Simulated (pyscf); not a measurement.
`[SiH3][SiH3]` + `[H]` [doublet] -> `[SiH2][SiH3]` [doublet] + `[H][H]` (hydrogen abstraction; doublet surface; H–Si broken, H–H formed). PySCF, gas phase, ωB97X-D3(BJ)/def2-SVP geometries. Rate constants from transition-state theory, ωB97M-D3(BJ)/def2-TZVP energies (ideal gas, 1 atm, RRHO with modes under 100 cm⁻¹ raised to 100, one conformer, R ln 2 for chiral ones without a mode under 150 cm⁻¹; no tunnelling), k in cm³ molecule⁻¹ s⁻¹.

```tsv
T (K)	1000/T	log10 k
298	3.354	-12.40
600	1.667	?
900	1.111	-10.17
1200	0.833	-9.78
```

Fit an Arrhenius line to the three values, give the activation energy, and predict k at 600 K.

Least squares gives log10 k = -8.98 − 1.02 × 1000/T, so Ea = 1.02 × ln 10 × 1.987 = 4.7 kcal/mol, against an electronic barrier of 4.2. At 600 K the line gives -10.68; the computed value is -10.82 (ΔG‡ = 13.2 kcal/mol), a factor 1.4 under the line, since the plot is curved. One saddle was located; it need not be the lowest between these sides. The angle at the transferred H is 177°.
